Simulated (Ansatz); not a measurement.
Below is the output of a Python script on the Python package of Ansatz (0.2.0) that makes a single point in a Gaussian basis of C6H6, SMILES C#CCC=C=C. Write a script that gives it. Level of theory: B97, cc-pVDZ basis, multiplicity 1.

The script reads `c6h6.xyz`:
```text
12

C    -2.60610    1.44720    0.63020
C    -1.87510    0.59770    0.19780
C    -0.98570   -0.44310   -0.33670
C     0.27310   -0.50660    0.47300
C     1.47630   -0.36730   -0.00310
C     2.67650   -0.22590   -0.47520
H    -3.25180    2.20300    1.01400
H    -1.48510   -1.41750   -0.29510
H    -0.76330   -0.23810   -1.39040
H     0.16350   -0.71950    1.53300
H     3.30240   -1.09020   -0.66490
H     3.07540    0.76040   -0.68250
```

```console
$ python energy_c6h6.py
converged              True
free_energy_ev         -6314.092718091353
reference_energy_ev    -6314.092718091353
n_frozen               0
n_occupied             [21, 21]
n_virtual              [93, 93]
mean field: -232.0386275 Ha, <S^2> = 0.0000, stability: minimum
forces (eV/A)
  C    -0.7329    0.8664    0.4623
  C     0.6931   -1.1102   -0.7014
  C    -0.3288    0.1620   -0.0156
  C     0.0141   -0.2645    0.3069
  C    -0.2497   -0.0263    0.0567
  C     0.5815    0.0865   -0.2340
  H    -0.1761    0.2173    0.1153
  H    -0.3161   -0.2604   -0.0228
  H     0.0665    0.0361   -0.1985
  H    -0.1218    0.2276    0.4590
  H     0.2229   -0.3078   -0.3720
  H     0.3473    0.3733    0.1441
dipole moment 0.561 D
Mulliken: [('C', -0.415), ('C', 0.305), ('C', 0.064), ('C', -0.199), ('C', 0.061), ('C', -0.057), ('H', -0.02), ('H', 0.064), ('H', 0.049), ('H', 0.034), ('H', 0.056), ('H', 0.057)]
```

The script that was run (others could print the same):

`energy_c6h6.py`
```python
"""Single point of C6H6."""

import ansatz
import numpy as np

mol = ansatz.Crystal.molecule_from_extxyz("c6h6.xyz")

model = mol.calculation().basis(gaussian="cc-pVDZ").functional(ansatz.LibraryFunctional("B97")).forces()
out = model.run()
r = out.report

for key in ("converged", "free_energy_ev", "reference_energy_ev", "n_frozen", "n_occupied", "n_virtual"):
    print(f"{key:22s} {r[key]}")

state = r["mean_field"]["state"]
print(f"mean field: {state['energy']['hartree']:.7f} Ha, <S^2> = {abs(state['spin_squared']):.4f}, stability: {state.get('stability', {}).get('kind')}")

symbols = [site.symbol for site in mol.cartesian_sites]
print("forces (eV/A)")
for symbol, f in zip(symbols, r["forces_ev_ang"]):
    print(f"  {symbol:2s} {f[0]:9.4f} {f[1]:9.4f} {f[2]:9.4f}")

charges = r["charge_distribution"]
print("dipole moment", round(4.803205 * float(np.linalg.norm(charges["dipole_moment_e_ang"])), 3), "D")
print("Mulliken:", [(s, round(q, 3)) for s, q in zip(symbols, charges["mulliken_charges_e"])])
```

Notes:
- Total energies depend on the basis set; only differences at equal settings carry meaning.
- The geometry is a force-field or estimated start, not a minimum of this method, and the basis set is short of its limit.
- Finished in 4.5 s on 1 thread of AMD EPYC 9B45 (Zen 5), on a shared host, peak memory 0.33 GiB.
